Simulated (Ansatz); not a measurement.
What does this script print? It uses Ansatz 0.2.0, Python API.

Input file `c2h7al.xyz`:
```text
10

C    -0.95200    0.32600   -0.60720
C    -0.12800   -0.76860   -0.11230
Al    1.41220   -0.07110    0.90480
H    -1.78530   -0.03680   -1.18820
H    -0.41740    1.02640   -1.31280
H    -1.39300    0.98160    0.23190
H     0.27720   -1.35810   -0.96720
H    -0.68100   -1.41080    0.54520
H     1.15700    0.58780    2.39260
H     2.59330    0.67240    0.11600
```

`scan_c2h7al.py`
```python
# -*- coding: utf-8 -*-
"""Stretching a bond of C2H7Al, the rest held rigid."""

import warnings

import ansatz as az
import numpy as np

warnings.simplefilter("ignore", az.DeckWarning)

geometry = az.Crystal.molecule_from_extxyz("c2h7al.xyz")

symbols = [site.symbol for site in geometry.cartesian_sites]
start = np.array([site.position_ang for site in geometry.cartesian_sites])
axis = (start[3] - start[0]) / np.linalg.norm(start[3] - start[0])
moving = [3]
lengths, energies = [0.949, 0.992, 1.036, 1.079, 1.122, 1.165, 1.208, 1.273], []
for length in lengths:
    xyz = start.copy()
    xyz[moving] += (length - np.linalg.norm(start[3] - start[0])) * axis
    point = az.Crystal.molecule()
    for symbol, place in zip(symbols, xyz):
        point = point.atom(symbol, place.tolist())
    calculation = (
        point.calculation()
        .basis(gaussian="6-31G*")
        .functional("b3lyp")
    )
    r = calculation.run(threads=1, pin="off").report
    energies.append(r["free_energy_ev"])
    print(f"r = {length:6.3f} A  E = {energies[-1]:.5f} eV  <S^2> = {abs(r['mean_field']['state']['spin_squared']):.3f}")

# quartic fit about the minimum
fit = np.polynomial.Polynomial.fit(lengths, np.array(energies) - min(energies), 4).convert()
roots = [r.real for r in fit.deriv().roots() if abs(r.imag) < 1e-9 and fit.deriv(2)(r.real) > 0]
r_e = min(roots, key=lambda r: abs(r - lengths[int(np.argmin(energies))]))
print(f"minimum of the fit at {r_e:.4f} A, force constant {fit.deriv(2)(r_e):.2f} eV/A^2")
```

```console
$ python scan_c2h7al.py
r =  0.949 A  E = -8784.03411 eV  <S^2> = 0.000
r =  0.992 A  E = -8784.29999 eV  <S^2> = 0.000
r =  1.036 A  E = -8784.45846 eV  <S^2> = 0.000
r =  1.079 A  E = -8784.52665 eV  <S^2> = 0.000
r =  1.122 A  E = -8784.52829 eV  <S^2> = 0.000
r =  1.165 A  E = -8784.47845 eV  <S^2> = 0.000
r =  1.208 A  E = -8784.38917 eV  <S^2> = 0.000
r =  1.273 A  E = -8784.20009 eV  <S^2> = 0.000
minimum of the fit at 1.1010 A, force constant 31.46 eV/A^2
```

Reading the output:
- Total energies depend on the basis set; only differences at equal settings carry meaning.
- The rest of the molecule is held rigid at a force-field or estimated start geometry, and the basis set is modest; single-reference methods fail as a bond breaks.
- b3lyp holds the VWN-RPA fit, as in Gaussian; the form of ORCA and Turbomole is b3lyp5.
- The orbitals are restricted, so S² is zero by construction.
- The whole script took 11 s on 1 thread of Arm Neoverse V2, with other jobs on the host, peak memory 0.19 GiB.
